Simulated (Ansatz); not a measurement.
Correlation energies of C$_{3}$H$_{6}$O$_{2}$, SMILES `COCC=O` by basis set

```xyz
11

C     0.864   -1.385    0.539
O     0.771   -0.057    0.099
C    -0.542    0.333   -0.165
C    -0.539    1.766   -0.628
O    -1.534    2.363   -0.927
H     1.917   -1.598    0.718
H     0.481   -2.085   -0.216
H     0.304   -1.539    1.471
H    -1.183    0.256    0.728
H    -1.007   -0.286   -0.949
H     0.468    2.232   -0.670
```

The species carries charge 0 and has multiplicity 1. The geometry is a stationary point of PBE0-D4/def2-TZVP. It is one conformer, not always the lowest. Frozen core, restricted reference, the Gaussian-basis code of Ansatz. CBS rows extrapolate triple and quadruple zeta; past MP2 they add the triple-zeta difference.

```tsv
basis	HF (Eh)	MP2 corr.
def2-TZVPP	-266.90203	-0.96371
def2-QZVPP	-266.91462	-1.03344
```

Problem. Estimate the CCSD correlation energy and the (T) correction in each basis where they were run (hartree).

Solution. 
```json
{"basis": "def2-TZVPP", "CCSD corr.": "-0.99458", "(T)": "-0.03973"}
{"basis": "CBS(def2)", "CCSD corr.": "-1.11597", "(T)": "as TZ"}
```
